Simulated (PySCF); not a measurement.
Published values to compare with (the computed states carry no symmetry labels, so the two lists aren't matched line by line):

| state | E (eV) | f | kind of transition | source |
| --- | --- | --- | --- | --- |
| 3A2(n→3s) | 6.31 |  | vertical absorption | [1] |
| 1A2(n→3s) | 6.38 |  | band maximum or as reported | [2] |
| 1A2(n→3s) | 6.59 | 0.086 | vertical absorption | [1] |
| 1E(n→3p) | 7.90 |  | band maximum or as reported | [2] |
| 1A1(n→3p) | 8.14 |  | band maximum or as reported | [2] |
| 1E(n→3p) | 8.16 | 0.006 | vertical absorption | [1] |
| 1A1(n→3p) | 9.33 | 0.003 | vertical absorption | [1] |
| 1A2(n→3s) | 9.96 | 0.008 | vertical absorption | [1] |

[1] computed, theoretical best estimate (aug-cc-pVTZ, frozen core, CC3 geometry), gas; Veril, Scemama, Caffarel, Lipparini, Boggio-Pasqua, Jacquemin, Loos, WIREs Comput. Mol. Sci. 2021, 11, e1517 (QUESTDB)
[2] measured, gas; Loos, Scemama, Blondel, Garniron, Caffarel, Jacquemin (2018), arXiv:1807.02045, literature column

Species: NH3.
Hydrogens: H2, H3, H4 on N1.

The calculation used PySCF, TDDFT PBE0/def2-SVPD, vertical, gas phase, core orbitals frozen in the response. Isolated species at its PBE0-D3(BJ)/def2-SVP geometry, gas phase.

Computed singlets: 7.11 eV (f 0.085); 9.25 eV (f 0.043 summed over 2 states); 10.96 eV (f 0.001 summed over 2 states); 11.68 eV (f 0.020); 12.19 eV (f 0.237 summed over 2 states); 12.68 eV (f 0.299 summed over 2 states). Computed triplets (Tamm–Dancoff): 6.62, 8.70, 8.70 eV.

Task: How does the lowest computed singlet compare with the best estimate listed for the lowest singlet (vertical absorption)?

Result: 7.11 eV against 6.59 eV for 1A2(n→3s) [1]: a difference of +0.52 eV. Geometry and basis of the two calculations needn't be the same.

Task: How does the lowest computed triplet compare with the best estimate listed for the lowest triplet (vertical absorption)?

Result: 6.62 eV against 6.31 eV for 3A2(n→3s) [1]: a difference of +0.31 eV. Geometry and basis of the two calculations needn't be the same.

A measured band maximum holds vibronic effects and, in solution, solvent shifts, so it needn't equal the vertical energy.

From S4 up the states lie above the vertical ionisation energy of 10.92 eV (ΔSCF), that is within the continuum, which a finite basis only mimics.
